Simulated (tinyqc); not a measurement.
Inside a calculation. Method: UHF in the sto-3g basis, for BH, spin multiplicity 3. One step of it, computed by the program tinyqc.

Task: Orthogonalisation. S = U s U^T; symmetric (Loewdin) form X = U s^(-1/2) U^T, so that X^T S X = 1.

overlap S, lower triangle:
```
           1B 1s     1B 2s    1B 2px    1B 2py    1B 2pz     2H 1s
1B 1s   1.000000
1B 2s   0.269328  1.000000
1B 2px  0.000000  0.000000  1.000000
1B 2py  0.000000  0.000000  0.000000  1.000000
1B 2pz  0.000000  0.000000  0.000000  0.000000  1.000000
2H 1s   0.056572  0.439849  0.000000  0.000000  0.463332  1.000000
```

Give: eigenvalues of S; X.

Result:

eigenvalues of S: 0.3466  0.7967  1.0000  1.0000  1.1709  1.6858

X, lower triangle:
```
          1B 1s    1B 2s  1B 2px  1B 2py   1B 2pz   2H 1s
1B 1s    1.0303
1B 2s   -0.1531   1.1406
1B 2px   0.0000   0.0000  1.0000
1B 2py   0.0000   0.0000  0.0000  1.0000
1B 2pz  -0.0122   0.1146  0.0000  0.0000   1.1175
2H 1s    0.0274  -0.3120  0.0000  0.0000  -0.3211  1.2248
```
